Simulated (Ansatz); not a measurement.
doublet CS(-): levels of theory in one basis

```json
{"atom": "C", "x (Å)": "0.0000", "y (Å)": "0.0000", "z (Å)": "-0.8858"}
{"atom": "S", "x (Å)": "0.0000", "y (Å)": "0.0000", "z (Å)": "0.8858"}
```

Basis set: def2-SVP (spherical functions). Correlated methods keep 6 orbitals frozen. Correlation on ROHF uses semicanonical orbitals with singles. Charge -1, multiplicity 2.

Computed with Ansatz (development build ahead of 0.2.0); each method stands on the lowest determinant of its kind that the runs found.

```json
{"method": "ROHF", "E − E(ROHF) (eV)": "0.00", "<S²> of the determinant": "0.75"}
{"method": "UHF", "E − E(ROHF) (eV)": "-0.14", "<S²> of the determinant": "0.79"}
{"method": "ROHF-MP2", "E − E(ROHF) (eV)": "-6.20", "<S²> of the determinant": "–"}
{"method": "UHF-MP2", "E − E(ROHF) (eV)": "-6.17", "<S²> of the determinant": "0.79"}
{"method": "ROHF-CCSD(T)", "E − E(ROHF) (eV)": "-7.19", "<S²> of the determinant": "–"}
{"method": "UHF-CCSD(T)", "E − E(ROHF) (eV)": "-7.19", "<S²> of the determinant": "0.79"}
```

Caution: no diffuse functions for an anion.
